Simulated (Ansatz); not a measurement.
**Atomization energy of N2H4, singlet, from cheap to dear**

Geometry (MP2(full)/6-31G*, from the G2/97 set):

| atom | x (Å) | y (Å) | z (Å) |
| --- | --- | --- | --- |
| N | 0.0000 | 0.7190 | -0.0440 |
| N | 0.0000 | -0.7190 | -0.0440 |
| H | 0.2111 | 1.0928 | 0.8816 |
| H | -0.9482 | 1.0050 | -0.2704 |
| H | -0.2111 | -1.0928 | 0.8816 |
| H | 0.9482 | -1.0050 | -0.2704 |

Measured, as an electronic atomization energy: 1833.8 kJ/mol (G2/97 heats of formation of molecule and atoms, with zero-point and thermal terms from B3LYP taken off; Curtiss et al., J. Chem. Phys. 106, 1063 (1997), Staroverov et al., J. Chem. Phys. 119, 12129 (2003)). The measured value holds scalar relativity and spin–orbit coupling, which all computed ones lack, and core correlation, which the wave-function levels lack. Atoms are taken at the same level; beside RHF, RMP2 and RCC rows they are unrestricted. The atoms' steps beyond CCSDT(Q) are taken from restricted open-shell runs, which share full CI's core. Ansatz 0.2.0; the 6-31G* set has Cartesian d functions; a miss is computed less measured; times are wall times on shared hosts and scatter by a factor of two or so. A small miss in a small set is a cancellation of the method's error against the basis error.

```json
{"level": "RCCSD(T)", "basis": "STO-3G", "miss (kJ/mol)": "-354.8", "time of the run": "0.12 s", "hardware": "1 CPU thread"}
{"level": "CISD", "basis": "STO-3G", "miss (kJ/mol)": "-370.5", "time of the run": "0.15 s", "hardware": "1 CPU thread"}
{"level": "RHF", "basis": "6-31G", "miss (kJ/mol)": "-904.9", "time of the run": "0.15 s", "hardware": "1 CPU thread"}
{"level": "PBE", "basis": "STO-3G", "miss (kJ/mol)": "122.0", "time of the run": "0.25 s", "hardware": "1 CPU thread"}
{"level": "B3LYP", "basis": "STO-3G", "miss (kJ/mol)": "75.9", "time of the run": "0.28 s", "hardware": "1 CPU thread"}
{"level": "PBE", "basis": "6-31G", "miss (kJ/mol)": "-86.7", "time of the run": "0.33 s", "hardware": "1 CPU thread"}
{"level": "B3LYP", "basis": "6-31G", "miss (kJ/mol)": "-131.1", "time of the run": "0.36 s", "hardware": "1 CPU thread"}
{"level": "RPA-PBE", "basis": "STO-3G", "miss (kJ/mol)": "-323.4", "time of the run": "0.4 s", "hardware": "1 CPU thread"}
{"level": "B3LYP", "basis": "6-31G*", "miss (kJ/mol)": "-31.7", "time of the run": "0.43 s", "hardware": "1 CPU thread"}
{"level": "CISDTQ", "basis": "STO-3G", "miss (kJ/mol)": "-354.3", "time of the run": "0.43 s", "hardware": "1 CPU thread"}
{"level": "RCCSDT(Q)", "basis": "STO-3G", "miss (kJ/mol)": "-354.0", "time of the run": "0.46 s", "hardware": "1 CPU thread"}
{"level": "RCCSD(T)", "basis": "cc-pVDZ", "miss (kJ/mol)": "-215.4", "time of the run": "0.46 s", "hardware": "1 CPU thread"}
{"level": "BCCD(T)", "basis": "6-31G*", "miss (kJ/mol)": "-289.1", "time of the run": "0.49 s", "hardware": "1 CPU thread"}
{"level": "r2SCAN", "basis": "STO-3G", "miss (kJ/mol)": "12.0", "time of the run": "0.49 s", "hardware": "1 CPU thread"}
{"level": "SPW92", "basis": "cc-pVTZ", "miss (kJ/mol)": "312.1", "time of the run": "0.52 s", "hardware": "1 CPU thread"}
{"level": "RPA-PBE", "basis": "6-31G", "miss (kJ/mol)": "-465.5", "time of the run": "0.53 s", "hardware": "1 CPU thread"}
{"level": "RPA-PBE", "basis": "6-31G*", "miss (kJ/mol)": "-258.1", "time of the run": "0.55 s", "hardware": "1 CPU thread"}
{"level": "BCCD(T)", "basis": "cc-pVDZ", "miss (kJ/mol)": "-215.0", "time of the run": "0.58 s", "hardware": "1 CPU thread"}
{"level": "PBE0", "basis": "cc-pVDZ", "miss (kJ/mol)": "-58.2", "time of the run": "0.61 s", "hardware": "1 CPU thread"}
{"level": "RPA-PBE", "basis": "cc-pVDZ", "miss (kJ/mol)": "-221.7", "time of the run": "0.61 s", "hardware": "1 CPU thread"}
{"level": "B2PLYP", "basis": "cc-pVDZ", "miss (kJ/mol)": "-100.3", "time of the run": "0.63 s", "hardware": "1 CPU thread"}
{"level": "r2SCAN", "basis": "cc-pVDZ", "miss (kJ/mol)": "-77.2", "time of the run": "0.77 s", "hardware": "1 CPU thread"}
{"level": "PBE0", "basis": "cc-pVQZ", "miss (kJ/mol)": "-1.9", "time of the run": "1.1 s", "hardware": "H100 + 5 CPU threads"}
{"level": "PBE", "basis": "cc-pVQZ", "miss (kJ/mol)": "61.5", "time of the run": "1.1 s", "hardware": "H100 + 5 CPU threads"}
{"level": "B3LYP", "basis": "cc-pVTZ", "miss (kJ/mol)": "13.3", "time of the run": "1.3 s", "hardware": "1 CPU thread"}
{"level": "wB97M-V", "basis": "6-31G*", "miss (kJ/mol)": "-16.2", "time of the run": "1.3 s", "hardware": "1 CPU thread"}
{"level": "B2PLYP", "basis": "cc-pVQZ", "miss (kJ/mol)": "2.0", "time of the run": "1.3 s", "hardware": "H100 + 5 CPU threads"}
{"level": "RPA-PBE", "basis": "cc-pVQZ", "miss (kJ/mol)": "-65.5", "time of the run": "1.5 s", "hardware": "H100 + 5 CPU threads"}
{"level": "B2PLYP", "basis": "cc-pVTZ", "miss (kJ/mol)": "-18.4", "time of the run": "1.5 s", "hardware": "1 CPU thread"}
{"level": "RCCSDT(Q)", "basis": "6-31G", "miss (kJ/mol)": "-433.1", "time of the run": "1.6 s", "hardware": "1 CPU thread"}
{"level": "wB97M-V", "basis": "cc-pVDZ", "miss (kJ/mol)": "-16.6", "time of the run": "1.6 s", "hardware": "1 CPU thread"}
{"level": "r2SCAN", "basis": "cc-pVTZ", "miss (kJ/mol)": "-28.3", "time of the run": "1.9 s (with forces)", "hardware": "1 CPU thread"}
{"level": "NEVPT2 (valence space)", "basis": "6-31G", "miss (kJ/mol)": "-417.9", "time of the run": "2.4 s", "hardware": "H100 + 5 CPU threads"}
{"level": "wB97M-V", "basis": "cc-pVTZ", "miss (kJ/mol)": "11.4", "time of the run": "3.3 s (with forces)", "hardware": "1 CPU thread"}
{"level": "B97M-V", "basis": "cc-pVTZ", "miss (kJ/mol)": "-13.2", "time of the run": "3.5 s", "hardware": "1 CPU thread"}
{"level": "RCCSDTQ", "basis": "STO-3G", "miss (kJ/mol)": "-353.9", "time of the run": "3.6 s", "hardware": "1 CPU thread"}
{"level": "MRCISD+Q (valence space)", "basis": "6-31G*", "miss (kJ/mol)": "-295.7", "time of the run": "4.8 s", "hardware": "H100 + 5 CPU threads"}
{"level": "RCCSDTQ", "basis": "6-31G*", "miss (kJ/mol)": "-287.7", "time of the run": "7 s", "hardware": "H100 + 5 CPU threads"}
{"level": "RCCSDTQ", "basis": "cc-pVDZ", "miss (kJ/mol)": "-213.2", "time of the run": "15 s", "hardware": "H100 + 5 CPU threads"}
{"level": "RCCSD(T)", "basis": "cc-pVTZ", "miss (kJ/mol)": "-74.8", "time of the run": "27 s (with forces)", "hardware": "1 CPU thread"}
```

HF's time is that of a plain UHF run.

The smallest set from which on each level stays within 1 kcal/mol of its own cc-pVQZ value (sets in order of size: STO-3G, 6-31G, 6-31G*, cc-pVDZ, cc-pVTZ, cc-pVQZ): RHF none (cc-pVTZ is 1.6 kcal/mol off); PBE none (cc-pVTZ is 2.2 kcal/mol off); r2SCAN none (cc-pVTZ is 1.8 kcal/mol off); B3LYP none (cc-pVTZ is 2.3 kcal/mol off); wB97M-V none (cc-pVTZ is 1.8 kcal/mol off); B2PLYP none (cc-pVTZ is 4.9 kcal/mol off); RMP2 none (cc-pVTZ is 11.1 kcal/mol off); RCCSD(T) none (cc-pVTZ is 10.3 kcal/mol off).
